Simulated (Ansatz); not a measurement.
**BNH4 (SMILES BN) at 6 levels**

Aim: a comparison of 6 runs (UHF/STO-3G, BLYP/STO-3G, UB3LYP/STO-3G, revPBE/STO-3G, RPA@PBE/STO-3G, UMP2/STO-3G) of BNH4. 

The results are computed with Ansatz 0.2.0.

47 further runs of the same task are left out: 47 set aside as unsound or not needed.

### Step 1. The molecule

BNH4 has 6 atoms, charge 0, and is taken as a singlet. SMILES: `BN`. The H3–B1 distance was set to 2.993 Å, away from the relaxed value. At this shape a bond of the SMILES string is far longer than usual.

Bond lengths: B1–N2 1.385 Å, B1–H4 1.197 Å, N2–H5 1.006 Å, N2–H6 1.006 Å. Angles: B1–N2–H5 123.2°, B1–N2–H6 123.2°, N2–B1–H4 119.0°, H5–N2–H6 113.5°.

### Step 2. The energy at UHF/STO-3G (run 1)

The input, job.yaml:

```yaml
crystal:
  periodic: [false, false, false]
  atoms:
    - symbol: B
      position_ang: [-0.659212, 0.353023, -1.395281]
    - symbol: N
      position_ang: [-0.384912, 1.710023, -1.358881]
    - symbol: H
      position_ang: [0.225800, -1.368000, 0.887500]
    - symbol: H
      position_ang: [-1.243012, -0.096077, -2.338881]
    - symbol: H
      position_ang: [-0.652612, 2.346323, -2.090481]
    - symbol: H
      position_ang: [0.100988, 2.154023, -0.598381]
basis:
  gaussian: {orbitals: STO-3G}
magnetization: {spin_polarized: true}
hamiltonian: {xc: hf}
accuracy: high
```

Launch:

```console
$ ansatz run job.yaml --threads 1 --pin off --max-ram 2610MiB --events-out events.jsonl --progress --plain --runs-dir runs
```

The log of the run:

```text
Warning: RAYON_NUM_THREADS=1 ignored (pool sized by the plan → 1); use --threads N
Functional definition: HF
  name "HF"
  exchange = exact_x
  correlation = 0
229 factors; integrals over basis functions are off by at most 1.5e-8 eV
mean field evaluation 1: about -2174.6036 eV, gradient 1.2e1 eV
mean field evaluation 2: about -2174.6303 eV, gradient 1.2e1 eV
mean field evaluation 4: about -2179.2611 eV, gradient 2.6e0 eV
mean field evaluation 8: about -2179.3385 eV, gradient 1.4e-2 eV
mean field evaluation 16: about -2184.2298 eV, gradient 1.2e0 eV
mean field evaluation 32: about -2179.7711 eV, gradient 1.2e0 eV
mean field -2184.24756969 eV, -80.2696176500 hartree, gradient 8.1e-9 eV, S^2 0.992926; 2 other end points of the search recorded, 0 dependent functions left out
reference -2184.24756969 eV, -80.2696176500 hartree; 8, 8 occupied and 6, 6 virtual orbitals, 229 factors
Total energy: -2184.24756969 eV, -80.2696176500 hartree
```

Wall time 0.1 s (1 thread of Arm Neoverse V1, shared host).

### Step 3. A single-point energy at BLYP/STO-3G (run 2)

The input, in.yaml:

```yaml
crystal:
  periodic: [false, false, false]
  atoms:
    - {symbol: B, position_ang: [-0.659212, 0.353023, -1.395281]}
    - {symbol: N, position_ang: [-0.384912, 1.710023, -1.358881]}
    - {symbol: H, position_ang: [0.225800, -1.368000, 0.887500]}
    - {symbol: H, position_ang: [-1.243012, -0.096077, -2.338881]}
    - {symbol: H, position_ang: [-0.652612, 2.346323, -2.090481]}
    - {symbol: H, position_ang: [0.100988, 2.154023, -0.598381]}
basis:
  gaussian: {orbitals: STO-3G}
hamiltonian: {xc: {name: BLYP}}
accuracy: high
```

Launch:

```console
$ ansatz run in.yaml --threads 1 --pin off --max-ram 2610MiB --events-out events.jsonl --progress --plain --runs-dir runs
```

The log of the run:

```text
Warning: RAYON_NUM_THREADS=1 ignored (pool sized by the plan → 1); use --threads N
Functional definition: BLYP
  name "BLYP"
  parameter beta = 0.0042
  parameter a = 0.04918
  parameter b = 0.132
  parameter c = 0.2533
  parameter d = 0.349
  exchange = b88_x(beta = beta)
  correlation = lyp_c(a = a, b = b, c = c, d = d)
229 factors; integrals over basis functions are off by at most 1.5e-8 eV
mean field evaluation 1: about -2188.7973 eV, gradient 2.2e1 eV
mean field evaluation 2: about -2173.3993 eV, gradient 5.1e1 eV
mean field evaluation 4: about -2187.9319 eV, gradient 2.2e1 eV
mean field evaluation 8: about -2195.3584 eV, gradient 5.2e-4 eV
mean field -2195.35838226 eV, -80.6779324806 hartree, gradient 8.4e-9 eV, S^2 0.000000; 0 other end points of the search recorded, 0 dependent functions left out
reference -2195.35842265 eV, -80.6779339650 hartree; 8, 8 occupied and 6, 6 virtual orbitals, 229 factors
Total energy: -2195.35842265 eV, -80.6779339650 hartree
```

Wall time 0.86 s (1 thread of Arm Neoverse V1, shared host).

Runs 3 to 5 aren't shown in full; the table further down has their settings and results.

### Step 4. A single-point energy at UMP2/STO-3G (run 6)

The input, molecule.yaml:

```yaml
basis:
  gaussian: {orbitals: STO-3G}
crystal:
  periodic: [false, false, false]
  atoms:
    - {symbol: B, position_ang: [-0.659212, 0.353023, -1.395281]}
    - {symbol: "N", position_ang: [-0.384912, 1.710023, -1.358881]}
    - {symbol: H, position_ang: [0.225800, -1.368000, 0.887500]}
    - {symbol: H, position_ang: [-1.243012, -0.096077, -2.338881]}
    - {symbol: H, position_ang: [-0.652612, 2.346323, -2.090481]}
    - {symbol: H, position_ang: [0.100988, 2.154023, -0.598381]}
magnetization: {spin_polarized: true, initial_magnetization: 0}
accuracy: high
correlation: {method: mp2, frozen_orbitals: {B: 1, H: 0, "N": 1}}
```

Launch:

```console
$ ansatz run molecule.yaml --threads 1 --pin off --max-ram 2610MiB --events-out events.jsonl --progress --plain --runs-dir runs
```

The log of the run:

```text
Warning: RAYON_NUM_THREADS=1 ignored (pool sized by the plan → 1); use --threads N
Functional definition: HF
  name "HF"
  exchange = exact_x
  correlation = 0
229 factors; integrals over basis functions are off by at most 1.5e-8 eV
mean field evaluation 1: about -2174.6036 eV, gradient 1.2e1 eV
mean field evaluation 2: about -2174.6303 eV, gradient 1.2e1 eV
mean field evaluation 4: about -2179.2611 eV, gradient 2.6e0 eV
mean field evaluation 8: about -2179.3385 eV, gradient 1.4e-2 eV
mean field evaluation 16: about -2184.2298 eV, gradient 1.2e0 eV
mean field evaluation 32: about -2176.7790 eV, gradient 1.9e0 eV
mean field -2184.24756969 eV, -80.2696176500 hartree, gradient 8.1e-9 eV, S^2 0.992926; 4 other end points of the search recorded, 0 dependent functions left out
2 core orbitals not correlated: weight in the atoms' cores, before any rotation towards them, 1.000 or more for the frozen orbitals, at most 0.000 for the correlated occupied ones
reference -2184.24756969 eV, -80.2696176500 hartree; 6, 6 occupied and 6, 6 virtual orbitals, 229 factors
second order -2.10831955 eV of doubles, -0.00000000 eV of singles
Total energy: -2186.35588924 eV, -80.3470969643 hartree
```

Wall time 0.1 s (1 thread of Arm Neoverse V1, shared host).

### Step 5. All runs side by side

```
run           level  frozen core orbitals  energy (Eh)  wall time
  1      UHF/STO-3G                     –   -80.269618      0.1 s
  2     BLYP/STO-3G                     –   -80.677934     0.86 s
  3   UB3LYP/STO-3G                     –   -80.764896      3.6 s
  4   revPBE/STO-3G                     –   -80.708779     0.89 s
  5  RPA@PBE/STO-3G                     2   -80.406416      1.4 s
  6     UMP2/STO-3G                     2   -80.347097      0.1 s
```

### Step 6. Outcome

| quantity | value |
| --- | --- |
| run 6: total energy | -80.34710 Eh |
| run 6: correlation energy (2 core orbitals frozen) | -77.5 mEh |
| run 6: ⟨S²⟩ of the reference determinant | 0.993 |

In words: Totals of different functionals can't be ranked against each other. In run 5 the log says that unrestricted orbitals would lower the reference, so the values rest on an unstable closed-shell determinant (other closed-shell runs at this shape may share the fault). In runs 1, 2, 3, 4, 5, 6 the basis is minimal, so the values are rough. Spin contamination of the reference: run 1 ⟨S²⟩ = 0.99, run 6 ⟨S²⟩ = 0.99, run 3 ⟨S²⟩ = 0.93. Where it is this large, the reference is a mixture of spin states, and values that rest on it are in doubt. All runs together took 7 s, the longest 3.6 s.
